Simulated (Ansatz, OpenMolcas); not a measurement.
Worked example: the enthalpy of formation of C4H5N (3-butenenitrile)

C4H5N: 10 atoms, total charge 0, spin state singlet. SMILES: `C=CCC#N`. Geometry: relaxed at PBE0-D4/def2-TZVP. This is one conformer, not always the lowest.

Total energies at B3LYP/def2-SVP (OpenMolcas 26.06); the atoms run unrestricted:

| species | state | energy (Eh) |
| --- | --- | --- |
| C4H5N | singlet | -209.987952 |
| C | triplet | -37.814061 |
| N | quartet | -54.537782 |
| H | doublet | -0.501259 |

Harmonic wavenumbers at PBE/def2-SVP, in cm⁻¹: 152, 153, 359, 385, 547, 608, 865, 906, 925, 942, 988, 1046, 1172, 1265, 1294, 1365, 1377, 1678, 2300, 2959, 2997, 3077, 3096, 3181.

Measured heats of formation of the gaseous atoms at 298.15 K, in kJ/mol: C 716.9, N 472.4, H 218.0. Spin-orbit lowering of the atoms at 298 K (mean of the ground term's levels less their thermal mean, from spectra), in kJ/mol: C 0.02. Take 1 Eh = 2625.50 kJ/mol, 1 cm⁻¹ = 0.0119627 kJ/mol, RT = 2.479 kJ/mol.

Q: Work out the heat of formation of the gas at 298 K.

A: 
1. Electronic atomisation energy: 4 × (-37.814061) + (-54.537782) + 5 × (-0.501259) − (-209.987952) = 1.687631 Eh = 4430.9 kJ/mol.
2. Zero-point energy: half the sum of the wavenumbers, 16818.5 cm⁻¹ = 201.2 kJ/mol.
3. Thermal vibrational enthalpy, Σ hcν̃/(exp(hcν̃/kT) − 1): 6.9 kJ/mol. Translation, rotation and pV of a non-linear molecule: 4 RT = 9.9 kJ/mol.
4. The 10 free atoms carry 5/2 RT each: 62.0 kJ/mol.
5. Spin-orbit coupling lowers the free atoms by 4 × 0.02 = 0.1 kJ/mol.
6. Atomisation enthalpy at 298 K: 4430.9 − 0.1 − 201.2 − 6.9 − 9.9 + 62.0 = 4274.8 kJ/mol.
7. Sum of the atoms' heats of formation: 4430.0 kJ/mol. Heat of formation: 4430.0 − 4274.8 = +155.2 kJ/mol.

The tabulated value is +159.7 kJ/mol (CRC Handbook of Chemistry and Physics), so this level is off by -4.5 kJ/mol, or 0.1 % of the atomisation enthalpy. So close a hit in a small basis owes something to errors that cancel. Anharmonicity and any spin-orbit splitting of the molecule are left out.
